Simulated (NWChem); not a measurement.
# Polarisability of chlorine (Cl2)

```xyz
2

Cl     0.0000     0.0000     1.0128
Cl     0.0000     0.0000    -1.0128
```
Charge 0, spin multiplicity 1.

Everything below was run with NWChem. Structure: optimised with PBE0/def2-SVP, a minimum by its harmonic frequencies.

Basis set: 6-31G*. Static limit. This basis has no diffuse functions, which lowers polarisabilities.

The correlated methods keep 10 core orbitals frozen. B3LYP has NWChem's definition, with VWN1-RPA local correlation. The Pople sets run with spherical d functions. Coupled-cluster values serve here as a point of comparison, not as the truth.

```
method                isotropic polarisability (bohr³)
--------------------  --------------------------------
CCSD linear response                             18.14
PBE                                         (withheld)
B3LYP                                            18.16
PBE0                                             18.15
HF                                          (withheld)
```

### Question
What belongs in the gaps?

### Answer

- PBE, isotropic polarisability (bohr³): 17.97
- HF, isotropic polarisability (bohr³): 19.14
